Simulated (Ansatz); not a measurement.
C$_{3}$H$_{7}$NO$_{2}$, SMILES `C/N=C(\O)OC`, relaxed with RKS PBE-D4/def2-SVP in Ansatz from a rough embedded geometry. The force threshold is 0.03 eV/Å; the program also tests the step.

Charge 0, multiplicity 1.

Start:

```xyz
13

C    -1.272   -0.351    1.558
N    -0.610   -0.100    0.223
C     0.681   -0.010    0.142
O     1.503   -0.028    1.215
O     1.364    0.266   -0.967
C     0.562    0.417   -2.174
H    -0.931   -1.302    1.925
H    -1.060    0.478    2.224
H    -2.373   -0.420    1.333
H     1.024   -0.277    2.008
H     1.220    0.594   -3.003
H    -0.146    1.274   -2.066
H     0.039   -0.541   -2.418
```

```json
{"step": "1", "energy (eV)": "-8791.8496", "largest force (eV/Å)": "3.127", "largest move (Å)": "0.000"}
{"step": "2", "energy (eV)": "-8792.1068", "largest force (eV/Å)": "1.527", "largest move (Å)": "0.087"}
{"step": "3", "energy (eV)": "-8792.1279", "largest force (eV/Å)": "1.183", "largest move (Å)": "0.094"}
{"step": "4", "energy (eV)": "-8792.1724", "largest force (eV/Å)": "0.433", "largest move (Å)": "0.062"}
{"step": "5", "energy (eV)": "-8792.1750", "largest force (eV/Å)": "0.086", "largest move (Å)": "0.011"}
{"step": "6", "energy (eV)": "-8792.1755", "largest force (eV/Å)": "0.025", "largest move (Å)": "0.011"}
```

End:

```xyz
13

C    -1.251   -0.342    1.465
N    -0.618   -0.091    0.191
C     0.656    0.026    0.160
O     1.541   -0.061    1.186
O     1.345    0.266   -0.967
C     0.559    0.401   -2.149
H    -0.928   -1.304    1.937
H    -1.071    0.469    2.215
H    -2.350   -0.413    1.339
H     1.029   -0.263    1.993
H     1.273    0.610   -2.966
H    -0.172    1.230   -2.048
H    -0.011   -0.528   -2.357
```

It took 9 s on 4 threads of an Arm Neoverse V1 on a shared host, with 0.16 GiB of host memory at the peak.
